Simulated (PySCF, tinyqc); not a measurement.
Inside a calculation. Method: RHF in the sto-3g basis, for CH2, spin multiplicity 1. The lowest restricted solution is unstable here: a spin-polarised one lies 0.0219 hartree lower (PySCF). One step of it, computed by the program tinyqc.

Task: Iteration 2: diagonalisation and new density. Diagonalise F' = X^T F X, C = X C', fill 4 alpha and 4 beta electrons from the bottom; D = 2 C_occ C_occ^T. Each column has its largest component positive (the first on a tie).

Fock matrix F (hartree), lower triangle:
```
,1C 1s,1C 2s,1C 2px,1C 2py,1C 2pz,2H 1s,3H 1s
1C 1s,-11.609437
1C 2s,-3.074830,-1.697101
1C 2px,0.000000,0.000000,-0.102532
1C 2py,-0.007186,-0.012155,0.000000,-0.313023
1C 2pz,0.016447,0.008201,0.000000,-0.018292,-0.145325
2H 1s,-0.359027,-0.442196,0.000000,-0.316529,-0.159913,-0.271682
3H 1s,-0.296261,-0.361477,0.000000,0.246540,-0.135376,-0.075529,-0.154320
```

X, lower triangle:
```
,1C 1s,1C 2s,1C 2px,1C 2py,1C 2pz,2H 1s,3H 1s
1C 1s,1.025667
1C 2s,-0.139370,1.105151
1C 2px,0.000000,0.000000,1.000000
1C 2py,-0.000999,0.009492,0.000000,1.065965
1C 2pz,-0.005651,0.045216,0.000000,0.004827,1.025272
2H 1s,0.019191,-0.185210,0.000000,-0.167704,-0.102886,1.095724
3H 1s,0.017147,-0.157990,0.000000,0.147211,-0.089917,-0.009740,1.073859
```

Give: F' = X^T F X; orbital energies; coefficients C; D after iteration 2.

Result:

F' = X^T F X (hartree), lower triangle:
```
,1,2,3,4,5,6,7
1,-11.3877
2,-1.5399,-1.0880
3,0.0000,0.0000,-0.1025
4,-0.0094,0.0104,0.0000,-0.1725
5,-0.0010,0.0715,0.0000,-0.0057,-0.0950
6,-0.0167,-0.2161,0.0000,-0.2963,-0.1524,-0.0606
7,-0.0089,-0.1698,0.0000,0.2362,-0.1337,-0.0437,0.0029
```

orbital energies (hartree): MO1 -11.6133, MO2 -0.9467, MO3 -0.4742, MO4 -0.2558, MO5 -0.1025, MO6 0.1781, MO7 0.3112

coefficients C:
```
,MO1,MO2,MO3,MO4,MO5,MO6,MO7
1C 1s,0.9948,-0.2673,0.0274,0.0539,0.0000,0.0846,-0.0162
1C 2s,0.0210,0.9906,-0.1322,-0.2810,0.0000,-0.4646,0.0902
1C 2px,0.0000,0.0000,0.0000,0.0000,1.0000,0.0000,0.0000
1C 2py,0.0009,0.0218,0.6893,-0.1345,0.0000,0.0312,0.8316
1C 2pz,-0.0005,-0.0059,0.0974,0.7150,0.0000,-0.7381,0.0802
2H 1s,-0.0034,0.0839,0.4432,0.3269,0.0000,0.5969,-0.7794
3H 1s,-0.0027,0.0342,-0.2471,0.4541,0.0000,0.7385,0.6281
```

D after iteration 2, lower triangle:
```
,1C 1s,1C 2s,1C 2px,1C 2py,1C 2pz,2H 1s,3H 1s
1C 1s,2.1294
1C 2s,-0.5255,2.1565
1C 2px,0.0000,0.0000,0.0000
1C 2py,0.0134,-0.0635,0.0000,0.9874
1C 2pz,0.0847,-0.4394,0.0000,-0.0583,1.0416
2H 1s,0.0080,-0.1348,0.0000,0.5267,0.5528,0.6206
3H 1s,0.0117,-0.1222,0.0000,-0.4613,0.6008,0.0836,0.5368
```
